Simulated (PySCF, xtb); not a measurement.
hydrogen peroxide cation (H2O2), SMILES OO (connectivity only; charge and spin as stated), charge +1, multiplicity 2.

Harmonic wavenumbers (cm⁻¹) from GFN2-xTB (xtb) at its own minimum, in rising order: 773, 1111, 1256, 1334, 2955, 2992.

**Question.** What does PBE-D3(BJ)/def2-TZVP (PySCF 2.14.0) give at its own minimum? (The exact figures need the calculation; the answer reports its results.)

**Answer.** 840, 1171, 1274, 1546, 3304, 3322. Paired by order, the mean absolute difference is 173 cm⁻¹ and the zero-point energies are 14.9 and 16.4 kcal/mol.
